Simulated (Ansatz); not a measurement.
A calculation with Ansatz (development build ahead of 0.2.0).

```yaml
crystal:
  periodic: [false, false, false]
  atoms:
    - { symbol: C, position_ang: [0.0, 0.0, -0.30534] }
    - { symbol: O, position_ang: [0.0, 1.13197, 0.20657] }
    - { symbol: O, position_ang: [0.0, -1.13197, 0.20657] }
    - { symbol: H, position_ang: [0.0, 0.0, -1.47303] }
basis:
  gaussian: { orbitals: def2-TZVP }
total_charge: -1
hamiltonian:
  xc: hf
correlation:
  method: mp2
  frozen_orbitals: { C: 1, H: 0, O: 1 }
```

The input is written out in the form of the current development build from the run's settings.

Results

```yaml
Converged: yes
Reference_energy: -188.27609 hartree
Correlation_energy: -0.63293 hartree
Total_energy: -188.90902 hartree
Spin_squared_of_the_determinant: 0.000
```

Caution: no diffuse functions for an anion.
